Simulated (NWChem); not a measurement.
Everything below was run with NWChem. System: OSi, charge 0, spin multiplicity 1, displaced from the optimised geometry. Level: MP2/cc-pVDZ, 6 core orbitals frozen, spin-restricted.

Part of the output:

```
             Northwest Computational Chemistry Package (NWChem) 7.3.0
             --------------------------------------------------------

                                NWChem Input Module
                                -------------------

 Scaling coordinates for geometry "geometry" by  1.889725989
 (inverse scale =  0.529177249)

                             Geometry "geometry" -> ""
                             -------------------------

 Output coordinates in angstroms (scale by  1.889725989 to convert to a.u.)

  No.       Tag          Charge          X              Y              Z
 ---- ---------------- ---------- -------------- -------------- --------------
    1 Si                  14.0000     0.00000000     0.00000000     0.55393800
    2 O                    8.0000     0.00000000     0.00000000    -2.49272000

 Effective nuclear repulsion energy (a.u.)      19.4533984083

            Nuclear Dipole moment (a.u.)
            ----------------------------
        X                 Y               Z
 ---------------- ---------------- ----------------
     0.0000000000     0.0000000000   -23.0293876448


 Summary of "ao basis" -> "" (spherical)
 ------------------------------------------------------------------------------
       Tag                 Description            Shells   Functions and Types
 ---------------- ------------------------------  ------  ---------------------
 *                          cc-pvdz                   on all atoms

 Summary of "ao basis" -> "ao basis" (spherical)
 ------------------------------------------------------------------------------
       Tag                 Description            Shells   Functions and Types
 ---------------- ------------------------------  ------  ---------------------
 Si                         cc-pvdz                  8       18   4s3p1d
 O                          cc-pvdz                  6       14   3s2p1d

                                 NWChem SCF Module
                                 -----------------

  ao basis        = "ao basis"
  functions       =    32
  atoms           =     2
  closed shells   =    11
  open shells     =     0
  charge          =   0.00
  wavefunction    = RHF
  use symmetry    = F
  symmetry adapt  = F

 Summary of "ao basis" -> "ao basis" (spherical)
 ------------------------------------------------------------------------------
       Tag                 Description            Shells   Functions and Types
[...]
           0.000000000000           0.000000000000           0.000000000000

  Mulliken analysis of the total density
  --------------------------------------

    Atom       Charge   Shell Charges
 -----------   ------   -------------------------------------------------------
    1 Si  14    13.83   2.00  2.01  1.06  0.93  6.00  0.79  1.05  0.00
    2 O    8     8.17   2.00  0.92  1.07  2.48  1.69  0.00

       Multipole analysis of the density wrt the origin
       ------------------------------------------------

     L   x y z        total         open         nuclear
     -   - - -        -----         ----         -------
     0   0 0 0     -0.000000      0.000000     22.000000

     1   1 0 0     -0.000000      0.000000      0.000000
     1   0 1 0     -0.000000      0.000000      0.000000
     1   0 0 1      1.016650      0.000000    -23.029388

     2   2 0 0    -12.295419      0.000000      0.000000
     2   1 1 0      0.000000      0.000000      0.000000
     2   1 0 1      0.000000      0.000000      0.000000
     2   0 2 0    -12.295419      0.000000      0.000000
     2   0 1 1      0.000000      0.000000      0.000000
     2   0 0 2    -20.985284      0.000000    192.855636

                   NWChem MP2 Semi-direct Energy/Gradient Module
                   ---------------------------------------------

  Basis functions       =     32
  Molecular orbitals    =     32
  Frozen core           =      6
  Frozen virtuals       =      0
  Active alpha occupied =      5
  Active beta occupied  =      5
  Active alpha virtual  =     21
  Active beta virtual   =     21
  Use MO symmetry       = F
  Use skeleton AO sym   = F

  AO/Fock/Back tols     =   1.0D-09  1.0D-09  1.0D-09

 GA uses MA = F    GA memory limited = T

 Available:
  local mem=  1.26D+08
 global mem=  1.44D+08
 local disk=  0.00D+00
  mp2_memr nvloc                    21
  nvloc new                    21
   1 passes of   5:        2097152                       4766                    190298.
   1 passes of   5: M    126154136           G      144177152           F     124056984.

 Semi-direct pass number   1 of   1  for RHF alpha+beta  at        0.2s
  vrange nnbf                   528
  mp2_eaftype                    10  avail_ma_in_mb                  1099
 EAF : mp2_eaftype filesize          10      95149.
  mp2_eaf for mointskh                     10
Node 0 wrote      0.4 Mb in      0.0 s     Agg I/O rate:  2182.7 Mb/s
 Done moints_semi at        0.6s
  mp2_eaftype                    10  avail_ma_in_mb                  1089
 EAF : mp2_eaftype filesize          10      95149.
  mp2_eaf for kh                    10
 Done maket at        0.6s
 Done multipass loop at        0.6s

          -------------------------------------------
          SCF energy                -363.475005508252
          Correlation energy          -0.192034690556
          Singlet pairs               -0.139679237549
          Triplet pairs               -0.052355453007
          Total MP2 energy          -363.667040198808
          -------------------------------------------

          ---------------------------------------------------
                    Spin Component Scaled (SCS) MP2
          Same spin pairs                     -0.034903635338
          Same spin scaling factor             0.333333333333
          Opposite spin pairs                 -0.157131055218
          Opposite spin scaling fact.          1.200000000000
          SCS-MP2 correlation energy          -0.200191811374
          Total SCS-MP2 energy              -363.675197319627
          ---------------------------------------------------

 -----------------------
 Performance information
 -----------------------

 Timer overhead =  9.61D-08 seconds/call

               Nr. of calls         CPU time (s)                 Wall time (s)                GFlops
             ---------------    -------------------     ------------------------------   -------------------
Name         Min   Avg   Max    Min     Avg     Max     Min     Avg     Max   Mx/calls   Min     Max     Sum
mp2: moin     1     1     1   0.40    0.40    0.40     0.40    0.40    0.40    0.40      0.0     0.0     0.0
mp2: make     1     1     1   2.76E-3 2.76E-3 2.76E-3  2.76E-3 2.76E-3 2.76E-3 2.76E-3   0.0     0.0     0.0
mp2: tota     1     1     1   0.41    0.41    0.41     0.41    0.41    0.41    0.41      0.0     0.0     0.0

 The average no. of pstat calls per process was 3.00D+00
 with a timing overhead of 2.88D-07s

 Task  times  cpu:        0.6s     wall:        0.6s

 Total times  cpu:        0.6s     wall:        0.6s
```

**Question.** Write an NWChem input that would produce this output.

**Answer.** Several could match; the one computed here: 
```
start mol
memory heap 200 mb stack 900 mb global 1100 mb
geometry units angstroms nocenter noautoz noautosym
  Si     0.000000     0.000000     0.553938
  O      0.000000     0.000000    -2.492720
end
basis spherical
  * library cc-pvdz
end
scf
  rhf
  nopen 0
  maxiter 100
  thresh 1e-7
  semidirect memsize 60000000 filesize 0
end
mp2
  freeze core 6
end
task mp2 energy
```
